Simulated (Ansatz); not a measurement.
Cartesian coordinates (Å):
```xyz
3

N     -0.0014     0.4256     0.0000
H     -0.8055    -0.2155     0.0000
H      0.8069    -0.2101     0.0000
```
Charge 0, spin multiplicity 2.

These are frozen-core CCSD(T)/cc-pVTZ // B3LYP-D3(BJ)/def2-TZVP (Ansatz, an electronic-structure program) values and carry that method's errors.

```
Item                          Result
----------------------  ------------
HF energy               -55.58579 Ha
MP2 correlation energy   -0.18471 Ha
```

Question: Estimate the CCSD correlation energy, the (T) correction, the total energy and the T1 diagnostic.

Answer: 
- CCSD correlation energy = -0.20215 Ha
- (T) correction = -0.00565 Ha
- CCSD(T) total energy = -55.79359 Ha
- T1 diagnostic = 0.008
